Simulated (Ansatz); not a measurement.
**Relaxing palladium (fcc)**

All numbers below come from DFT, PBE, plane waves (420 eV) with PAW, scalar-relativistic in Ansatz 0.2.0.

k-point mesh 14×14×14, Fermi-Dirac smearing 0.05 eV, starting moments 0.50 μB. Cell and atoms relax.

Starting structure:

```yaml
crystal:
  lattice:
    - [0.00000, 1.94490, 1.94490]
    - [1.94490, 0.00000, 1.94490]
    - [1.94490, 1.94490, 0.00000]
  atoms:
    - { symbol: Pd, position: [0.00000, 0.00000, 0.00000] }
```

Task: What cell does the relaxation end in?

Result: Fm-3m (spin ignored) with a = 3.947 Å; 15.38 Å³ per atom against 14.71 at the start (4.5 %).

Task: How much energy does the relaxation gain?

Result: 16.1 meV per atom.

Path of the relaxation (the plane waves are chosen anew near the end, which can shift the energy a little):

```json
{"step": "0", "E − E(final) (meV/atom)": "16.10", "V (Å³/atom)": "14.714", "P (GPa)": "8.17", "max force (eV/Å)": "0.000"}
{"step": "1", "E − E(final) (meV/atom)": "6.01", "V (Å³/atom)": "15.800", "P (GPa)": "-4.15", "max force (eV/Å)": "0.000"}
{"step": "2", "E − E(final) (meV/atom)": "0.28", "V (Å³/atom)": "15.416", "P (GPa)": "-0.41", "max force (eV/Å)": "0.000"}
{"step": "3", "E − E(final) (meV/atom)": "0.21", "V (Å³/atom)": "15.377", "P (GPa)": "0.00", "max force (eV/Å)": "0.000"}
{"step": "4", "E − E(final) (meV/atom)": "0.00", "V (Å³/atom)": "15.377", "P (GPa)": "-0.02", "max force (eV/Å)": "0.000"}
```

Task: Which magnetic state does it end in?

Result: ferromagnetic, net 0.40 μB per atom; moments 0.40 μB.

Real palladium is paramagnetic; a moment here is an artefact of the functional.
